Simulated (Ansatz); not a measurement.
# Rock-salt SnTe (cubic form, which distorts at low temperature)

Level of theory: LDA (Ansatz, an electronic-structure program, plane waves, PAW).

Numerical settings: plane-wave cutoff 520 eV, 20×20×20 k mesh, scalar-relativistic PAW data made under PBE.

Cell: measured lattice: a = b = c = 6.3160 Å, α = β = γ = 90.00°.

| Property | Result |
|---|---|
| elastic constant C11 | 124 GPa |
| elastic constant C12 | 1.35 GPa |
| elastic constant C44 | 18.5 GPa |
| Voigt–Reuss–Hill bulk modulus | 42.3 GPa |
| Voigt–Reuss–Hill shear modulus (Hill average) | 30.7 GPa |
| Young modulus | 74.2 GPa |
| Poisson ratio | 0.208 |

Measured, for comparison: elastic constant C11 109 GPa, elastic constant C12 2.1 GPa, elastic constant C44 9.69 GPa (temperature not stated, not corrected to a static lattice; as tabulated in Oses et al. (2018), arXiv:1811.08464). Computed (rounded) less measured: elastic constant C11 +14 %, elastic constant C12 -36 %, elastic constant C44 +91 %.

Note: symmetry holds this phase in the static calculation, where it need not be a minimum; the cell isn't this level's own, so it is under some stress, which shifts stiffness and frequencies.

Elastic constants are with the ions relaxed.

Spin–orbit coupling is not included.
